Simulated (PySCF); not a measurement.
Molecule: (chloromethyl)cyclopropane, C₄H₇Cl.

Bonds (- single, = double, # triple, : aromatic): Cl1-C2, C2-C3, C3-C4, C4-C5, C5-C3. C2 carries H6, H7; C3 carries H8; C4 carries H9, H10; C5 carries H11, H12. H9, H11 are cis to C2 on the ring; H10, H12 are trans to C2 on the ring.

Frames of a GFN2-xTB Langevin trajectory at 400 K; GIAO PBE0/pcSseg-1 shieldings in PySCF 2.14.0 with density-fitted response routines, gas phase, non-relativistic; equivalent atoms averaged within each frame.

Chemical shifts δ = σref − σ; ³⁵Cl (σref 949.78) against HCl; TMS for ¹³C (σref 186.93), ¹H (σref 31.72), all at this level. The references are static minima.

Problem. How do the shifts (ppm) fluctuate along the trajectory?

Solution. 
```csv
time (fs),Cl1,C2,C3,C4/C5,H6/H7,H8,H10/H12,H9/H11
optimised geometry,104,57.2,17.7,8.0,3.40,1.12,0.65,0.26
250,121,52.2,17.8,11.4,3.68,1.16,1.06,0.86
425,114,63.5,15.8,8.0,4.57,1.06,1.73,0.00
625,130,64.9,18.4,11.1,4.96,0.40,0.76,1.59
800,109,59.2,12.2,10.5,3.13,0.99,0.23,1.30
1000,122,60.2,26.7,8.6,3.77,2.32,0.51,0.17
mean of frames,119,60.0,18.2,9.9,4.02,1.19,0.86,0.78
standard deviation,8,4.9,5.3,1.5,0.74,0.70,0.57,0.69
```

5 frames give an uncertainty of the mean of about the standard deviation over 2.2 at best, since frames this close in time may not be independent; classical motion lacks zero-point vibration, and the reference would need the same averaging.
